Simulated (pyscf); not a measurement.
Structures and frequencies: ωB97X-D3(BJ)/def2-SVP in PySCF.

Question: What is the homolytic dissociation enthalpy (298 K, ωB97M-D3(BJ)/def2-TZVP) of the Hf–S bond of HO–Hf(OH)(OH)–SH, to [HO–Hf(OH)–OH]• + SH•?

Answer: Hf–S to [HO–Hf(OH)–OH]• + SH•: 388.0 kJ/mol. The 7 functionals that were run give +374.1 (M06-2X) to +424.3 kJ/mol (ωB97X-D3(BJ)). The radicals are drawn with the spin at the cut bond; how far it spreads was not checked. Other isomers of [HO–Hf(OH)–OH]• were not searched in full and may lie lower. Left out: the spin-orbit lowering of SH. Open-shell species with a d-block atom are single-reference here; other states, and whether the spin sits on metal or ligand, were not checked. Elements past Kr carry the def2 core potentials, without spin-orbit coupling.
